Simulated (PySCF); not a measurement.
Homolysis of single bonds, series SiH2(OH)-X. Gas-phase values, no solvent. One relaxed conformer stands for each flexible species; it need not be the lowest. Strings in code marks are SMILES.

These are PBE-D3(BJ)/def2-TZVP // PBE0-D4/def2-TZVP (PySCF 2.14.0) values and carry that method's errors. 

A: radical fragment (`N#C[SiH2]`)
B: radical fragment (`[O][SiH2]O` (O–Si–O–H torsion 179°))
C: radical fragment (`[SiH2][SiH3]`)
D: radical fragment (`[OH]`)

Q: A design calls for the lowest highest occupied spin orbital in this set. Which member fits?

A: B (-7.25 eV); next is D (-7.16 eV).
